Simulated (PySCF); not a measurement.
ethylene cation (C2H4), SMILES C=C (connectivity only; charge and spin as stated), charge +1, multiplicity 2.

The structure is a stationary point at B3LYP-D3(BJ)/def2-TZVP. The multiplicity is an assumed one; other spin states were not compared.

Computed with r2SCAN/def2-TZVPD in PySCF.

Gas-phase values at a fixed geometry.

total energy: -78.18539 hartree
point group: D2
α spin, highest occupied and lowest empty level: -15.65 and -10.45 eV
β spin, highest occupied and lowest empty level: -17.38 and -13.07 eV
dipole moment about the centre of nuclear charge: 0.00 D
mean static polarisability: 20.0 bohr³ (2.96 Å³)
polarisability, principal values: 13.9, 18.4, 27.7 bohr³
⟨S²⟩: 0.758 (pure state 0.75)
